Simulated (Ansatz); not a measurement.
# HNO (SMILES N=O) at HF/STO-3G

Aim: the energy change on altering one bond length of HNO at HF/STO-3G, from 2 runs. 

The results are computed with Ansatz 0.2.0.

60 further runs of the same task are left out: 60 set aside as unsound or not needed.

### Step 1. Starting point

HNO has 3 atoms, charge 0, and is taken as a singlet. SMILES: `N=O`. The shape is that of a PBE0-D4/def2-TZVP optimisation.

Bond lengths: N1–O2 1.190 Å, N1–H3 1.063 Å. Angles: O2–N1–H3 108.9°.

### Step 2. A single-point energy at HF/STO-3G

The input, input.yaml:

```yaml
crystal:
  periodic: [false, false, false]
  atoms:
    - {symbol: "N", position_ang: [-0.283700, 0.312790, -0.117160]}
    - {symbol: O, position_ang: [0.755300, 0.397200, 0.456500]}
    - {symbol: H, position_ang: [-0.471600, -0.709980, -0.339350]}
basis:
  gaussian: {orbitals: STO-3G}
hamiltonian: {xc: hf}
accuracy: high
output: {orbitals: {seedname: orbitals}}
```

Run with:

```
ansatz run input.yaml --threads 1 --pin off --max-ram 3480MiB --events-out events.jsonl --progress --plain --runs-dir runs
```

Log:

```text
Warning: RAYON_NUM_THREADS=1 ignored (pool sized by the plan → 1); use --threads N
Functional definition: HF
  name "HF"
  exchange = exact_x
  correlation = 0
168 factors; integrals over basis functions are off by at most 3.7e-8 eV
mean field evaluation 1: about -3483.5222 eV, gradient 1.8e1 eV
mean field evaluation 2: about -3483.6020 eV, gradient 1.8e1 eV
mean field evaluation 4: about -3484.6351 eV, gradient 1.3e0 eV
mean field evaluation 8: about -3484.6463 eV, gradient 2.2e-2 eV
mean field -3484.64633024 eV, -128.0583906581 hartree, gradient 9.5e-9 eV, S^2 0.000000; 0 other end points of the search recorded, 0 dependent functions left out
reference -3484.64633024 eV, -128.0583906581 hartree; 8, 8 occupied and 3, 3 virtual orbitals, 168 factors
Total energy: -3484.64633024 eV, -128.0583906581 hartree
```

Run time: 0.06 s. Hardware: 1 thread of Arm Neoverse V2, shared host.

### Step 3. The distorted shape

The input, input.yaml:

```yaml
basis:
  gaussian:
    orbitals: STO-3G
crystal:
  periodic: [false, false, false]
  atoms:
    - {symbol: N, position_ang: [-0.227324, 0.619652, -0.050496]}
    - {symbol: O, position_ang: [0.811676, 0.704062, 0.523164]}
    - {symbol: H, position_ang: [-0.471600, -0.709980, -0.339350]}
hamiltonian:
  xc: hf
accuracy: high
output:
  orbitals: {seedname: orbitals}
```

Run with:

```
ansatz run input.yaml --threads 1 --pin off --max-ram 3480MiB --events-out events.jsonl --progress --plain --runs-dir runs
```

Log:

```text
Warning: RAYON_NUM_THREADS=1 ignored (pool sized by the plan → 1); use --threads N
Functional definition: HF
  name "HF"
  exchange = exact_x
  correlation = 0
168 factors; integrals over basis functions are off by at most 4.9e-8 eV
mean field evaluation 1: about -3482.2955 eV, gradient 1.8e1 eV
mean field evaluation 2: about -3482.3695 eV, gradient 1.8e1 eV
mean field evaluation 4: about -3483.4827 eV, gradient 1.6e0 eV
mean field evaluation 8: about -3483.5076 eV, gradient 2.4e-4 eV
mean field -3483.50755493 eV, -128.0165414374 hartree, gradient 2.3e-8 eV, S^2 0.000000; 0 other end points of the search recorded, 0 dependent functions left out
reference -3483.50755493 eV, -128.0165414374 hartree; 8, 8 occupied and 3, 3 virtual orbitals, 168 factors
Total energy: -3483.50755493 eV, -128.0165414374 hartree
```

Run time: 0.06 s. Hardware: 1 thread of Arm Neoverse V2, shared host.

### Step 4. Outcome

At HF/STO-3G:

| quantity | value |
| --- | --- |
| first shape: total energy | -128.05839 Eh |
| first shape: HOMO energy | -8.83 eV |
| first shape: LUMO energy | 6.30 eV |
| first shape: HOMO–LUMO gap | 15.14 eV |
| distorted shape: total energy | -128.01654 Eh |
| distorted shape: HOMO energy | -8.29 eV |
| distorted shape: LUMO energy | 6.06 eV |
| distorted shape: HOMO–LUMO gap | 14.36 eV |
| energy change with the N1–H3 bond stretched from 1.063 to 1.382 Å | 1.139 eV |

With the N1–H3 bond stretched from 1.063 to 1.382 Å the energy rises by 1.14 eV (110 kJ/mol). The first shape isn't relaxed at this level, so the change isn't measured from a minimum. The minimal basis adds a large error of its own.
